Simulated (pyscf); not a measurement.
Thermochemistry of product channels of H₃C–SiH(Cl)–Cl on the singlet surface, in eV, from ωB97M-D3(BJ)/def2-TZVP energies (ideal gas, 1 atm, RRHO with modes under 100 cm⁻¹ raised to 100, one conformer, R ln 2 for chiral ones without a mode under 150 cm⁻¹). Single points on ωB97X-D3(BJ)/def2-SVP structures (PySCF, gas phase).

```json
[
 {"products": "H₂C=SiH–Cl + hydrogen chloride (HCl)", "ΔE": "+3.58", "ΔH(298 K)": "+3.41", "ΔG(600 K)": "+2.52", "ΔG(900 K)": "+2.07"},
 {"products": "methane (CH₄) + dichlorosilylene (Cl–Si:–Cl) [singlet]", "ΔE": "+1.48", "ΔH(298 K)": "+1.48", "ΔG(600 K)": "+0.62", "ΔG(900 K)": "+0.23"},
 {"products": "H₃C–Si:–Cl [singlet] + hydrogen chloride (HCl)", "ΔE": "+2.99", "ΔH(298 K)": "+2.89", "ΔG(600 K)": "+1.94", "ΔG(900 K)": "+1.46"},
 {"products": "Cl–CH₂–SiH₂–Cl", "ΔE": "+1.90", "ΔH(298 K)": "+1.85", "ΔG(600 K)": "+1.85", "ΔG(900 K)": "+1.86"},
 {"products": "H₂C=Si(Cl)–Cl + hydrogen (H₂)", "ΔE": "+2.91", "ΔH(298 K)": "+2.69", "ΔG(600 K)": "+1.96", "ΔG(900 K)": "+1.57"}
]
```

The channel to CH₄ + Cl–Si:–Cl [singlet] turns favourable between 298 and 1200 K (ΔG from +1.05 eV to -0.15 eV).

These are energies of the channels, which say nothing of barriers.
